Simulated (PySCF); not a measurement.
# C2H4F3N (2,2,2-trifluoroethylamine): the cost of one run

Programs: PySCF 2.14.0, with routines of our own; each step states its level. All values are computed. Atoms count from 0.

## 1. The system as given

10 atoms, charge 0, multiplicity 1; geometry from: GFN2-xTB.

## 2. Geometry optimisation at PBE0-D3(BJ)/def2-TZVP

What the job is given:

```
{"job": {"xc": "PBE0", "basis": "def2-TZVP", "d3": "d3bj", "grid": 2, "kind": "geom"}, "charge": 0, "multiplicity": 1}
N     -1.394416    -0.021205     0.100858
C     -0.086674     0.592362     0.062650
C      0.976737    -0.498301     0.069522
F      0.861218    -1.313775    -0.990696
F      2.212552     0.025431     0.011277
F      0.935695    -1.269055     1.157132
H     -2.121871     0.681079     0.135830
H     -1.547535    -0.607416    -0.712213
H      0.118493     1.221431    -0.821434
H      0.054682     1.194104     0.964546
```

Launch:

```console
$ OMP_NUM_THREADS=1 python excited_run.py task.json out
```

The driver reads the jobs from task.json and runs them one after another.

**Question.** How long does this first job take on 1 thread of Arm Neoverse V1, shared host, and how much memory does it need?

About 1.7 min, with a peak of 0.85 GiB.
